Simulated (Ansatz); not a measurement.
Cost and result for the atomization energy of C₂HNOS (6 atoms, 5 bonds).

```xyz
6

S     2.632    1.038   -0.162
C     1.139    0.681    0.057
N    -0.031    0.485    0.274
C    -0.992   -0.490    0.007
O    -0.779   -1.495   -0.602
H    -1.970   -0.220    0.426
```

Total charge 0; spin multiplicity 1. The bonds changed during the relaxation, so this is another structure than the one it started from. All single points use the PBE0-D4/def2-TZVP geometry. Program: Ansatz. All runs use 2 threads of an Arm Neoverse V1 on a shared host. Times are those of one run each, without the atoms' runs, and a repeat can differ threefold. Electronic energies, without spin–orbit coupling; frozen cores. CCSD(T)/CBS adds CCSD(T) − MP2 in def2-TZVPP to the MP2 limit, and its time is that of the two runs behind it. T1 = 0.019. HSE06 is the plane-wave form, built on full-range PBE exchange.

CCSD(T)/CBS is a level of theory with its own doubt, some kJ/mol a heavy atom from the limit and from the frozen cores, so smaller differences don't rank the functionals.

| level | functions | wall time |
| --- | --- | --- |
| BLYP-D4/def2-TZVPP | 180 | 1.8 s |
| PBE-D4/def2-TZVPP (with forces) | 180 | 2.3 s |
| PBE0-D4/def2-TZVPP | 180 | 2.8 s |
| BHLYP-D4/def2-TZVPP | 180 | 2.9 s |
| CCSD(T)/def2-SVP | 79 | 2.9 s |
| HSE06-D4/def2-TZVPP | 180 | 3.1 s |
| r2SCAN-D4/def2-TZVPP (with forces) | 180 | 4.8 s |
| r2SCANh-D4/def2-TZVPP | 180 | 4.9 s |
| PBE-QIDH/def2-TZVPP | 180 | 5.5 s |
| B97M-V/def2-TZVPP | 180 | 9 s |
| MP2/def2-QZVPP | 328 | 15 s |
| CCSD(T)/def2-TZVPP | 180 | 60 s |
| CCSD(T)/CBS(def2) | – | 75 s |

Q: What atomization energy does each give, and how far from CCSD(T)/CBS? (Best estimate.)

A: Computed: 
```csv
level,atomization (kcal/mol),difference from CCSD(T)/CBS,per bond
BLYP-D4/def2-TZVPP,665.4,27.9,5.6
PBE-D4/def2-TZVPP (with forces),691.3,53.8,10.8
PBE0-D4/def2-TZVPP,654.1,16.6,3.3
BHLYP-D4/def2-TZVPP,600.5,-37.0,-7.4
CCSD(T)/def2-SVP,600.8,-36.7,-7.3
HSE06-D4/def2-TZVPP,655.3,17.8,3.6
r2SCAN-D4/def2-TZVPP (with forces),652.9,15.4,3.1
r2SCANh-D4/def2-TZVPP,640.9,3.4,0.7
PBE-QIDH/def2-TZVPP,638.0,0.5,0.1
B97M-V/def2-TZVPP,651.2,13.7,2.8
MP2/def2-QZVPP,662.6,25.1,5.0
CCSD(T)/def2-TZVPP,615.2,-22.3,-4.5
CCSD(T)/CBS(def2),637.5,0.0,0.0
```

In def2-TZVPP, CCSD(T) changes the Hartree–Fock value by +221.9 kcal/mol (the triples alone add +23.0 kcal/mol) and MP2 by +256.2 kcal/mol; breaking electron pairs costs correlation energy, which Hartree–Fock lacks. From BLYP to BHLYP (50 % exact exchange), in def2-TZVPP and without D4, the atomization energy moves by −61.8 kcal/mol: exact exchange takes away binding that semilocal exchange gives to molecules. The D4 term adds +4.8 kcal/mol with B3LYP and +2.5 kcal/mol with PBE0; it sums over pairs of atoms, weighted by their polarisabilities, and B3LYP, whose exchange is more repulsive, gets the larger term.

B3LYP here is the variant with VWN-RPA as its local correlation; programs differ in this.
